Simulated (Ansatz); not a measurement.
Relaxation of C₃H₅N (9 atoms, charge 0, multiplicity 1), to a largest force component of 0.015 eV/Å in at most 40 steps.

Level of theory: Ansatz 0.2.0, RKS PBE-D4/def2-SVP.

```xyz
9
Properties=species:S:1:pos:R:3:forces:R:3
C 1.327 -0.266 0.143 -3.14 4.14 -1.14
C 0.291 0.645 -0.127 1.21 -2.19 0.60
C -1.175 0.291 -0.159 2.47 1.67 -0.07
N -1.593 -0.856 0.068 1.81 -2.75 0.67
H 2.315 0.105 0.111 1.69 0.36 0.05
H 1.108 -1.253 0.347 -0.54 -2.74 0.56
H 0.544 1.691 -0.334 0.03 0.23 -0.07
H -1.780 1.148 -0.382 -1.13 1.21 -0.43
H -2.554 -1.032 -0.007 -2.40 0.08 -0.17
```

Where does it end, and by what steps?

It converged. After 6 steps the energy has fallen by 0.443 eV; N4 moved furthest, 0.09 Å.

```json
{"step": "0", "energy less start (eV)": "0.0000", "largest force component (eV/Å)": "4.143", "accepted": "yes"}
{"step": "1", "energy less start (eV)": "-0.3743", "largest force component (eV/Å)": "1.275", "accepted": "yes"}
{"step": "2", "energy less start (eV)": "-0.4056", "largest force component (eV/Å)": "0.551", "accepted": "yes"}
{"step": "3", "energy less start (eV)": "-0.4358", "largest force component (eV/Å)": "0.338", "accepted": "yes"}
{"step": "4", "energy less start (eV)": "-0.4380", "largest force component (eV/Å)": "0.272", "accepted": "yes"}
{"step": "5", "energy less start (eV)": "-0.4424", "largest force component (eV/Å)": "0.175", "accepted": "yes"}
{"step": "6", "energy less start (eV)": "-0.4432", "largest force component (eV/Å)": "0.012", "accepted": "yes"}
```

```xyz
9
Properties=species:S:1:pos:R:3
C 1.295 -0.222 0.128
C 0.301 0.652 -0.132
C -1.130 0.280 -0.156
N -1.533 -0.921 0.067
H 2.350 0.090 0.137
H 1.057 -1.278 0.337
H 0.533 1.710 -0.341
H -1.825 1.126 -0.382
H -2.564 -0.963 0.003
```

Whether the end is a true minimum wasn't checked by a vibrational analysis.

Run time: 18 s on 1 thread of Arm Neoverse V1 (shared host), peak memory 0.14 GiB.
